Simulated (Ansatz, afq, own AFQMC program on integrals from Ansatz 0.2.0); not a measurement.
## Where AFQMC and coupled cluster stand for PtN$_{2}$, singlet

| atom | x (Å) | y (Å) | z (Å) |
| --- | --- | --- | --- |
| Pt | 0.0000 | 0.0180 | 1.7500 |
| N | 0.0000 | -0.1211 | -0.3381 |
| N | 0.0000 | 0.1031 | -1.4119 |

Connectivity, by distances: Pt–N–N.

Basis def2-SVP with its core potentials. Noble-gas cores (and the filled d shells of Ga–Kr and In–Xe) are frozen. Ansatz 0.2.0 and our own AFQMC program on the same integrals; the CISD trial comes from CCSD amplitudes, and released means the phaseless constraint is let go. Error bars are statistical, one sigma. No spin–orbit coupling. The metal's outer-core s and p shells are frozen, which shifts wave-function levels against functionals.

Determinant: RHF, the one that the program's search chose, which needn't be the lowest solution. The geometry is a PBE0/def2-TZVP stationary point of this or a neighbouring charge and spin state.

No full CI on the walks' own integrals is used here; CCSDT(Q) serves as the reference and is uncertain by about the last step of the cluster series.

Cautions: no spin-orbit coupling; outer-core shells of the metal frozen; restricted determinant unstable towards unrestricted (UHF 105 meV lower, ⟨S²⟩ 0.57).

```
T1 diagnostic                               : 0.0298
weight of the determinant in the CISD state : 0.803
size of the correlated space                : 20 electrons in 54 orbitals
```

| level | correlation energy (eV) |
| --- | --- |
| MP2 | -15.4331 |
| CCSD | -15.0367 |
| CCSD(T) | -15.6596 |

(1) Estimate where AFQMC with the constraint released lies against CCSD(T) on the same integrals.

(1) 8.5 ± 1.6 kJ/mol below CCSD(T).

Reference: CCSDT(Q), correlation energy -15.733 eV. The released energy is read at 1.20 1/Eh, later times being too noisy (meV from the phaseless value at times in 1/Eh: -6 ± 11 at 0.24, -17 ± 13 at 0.60, 4 ± 16 at 1.20, -7 ± 26 at 1.80, -13 ± 48 at 2.60).

| level | E − E(reference) (kJ/mol) | share of correlation (%) |
| --- | --- | --- |
| CCSD(T) | 7.1 | 99.53 |
| CCSDT | 5.8 | 99.62 |
| ph-AFQMC/CISD | -1.7 ± 1.2 | 100.11 |
| released AFQMC | -1.4 ± 1.6 | 100.09 |

A walk keeps the symmetry of its determinant, which the program's search chose and which needn't be the lowest solution, so a lower state of the same spin and another symmetry isn't excluded. Released energies are given only where the last usable release times agree within the noise; a slower fall can still hide under it.
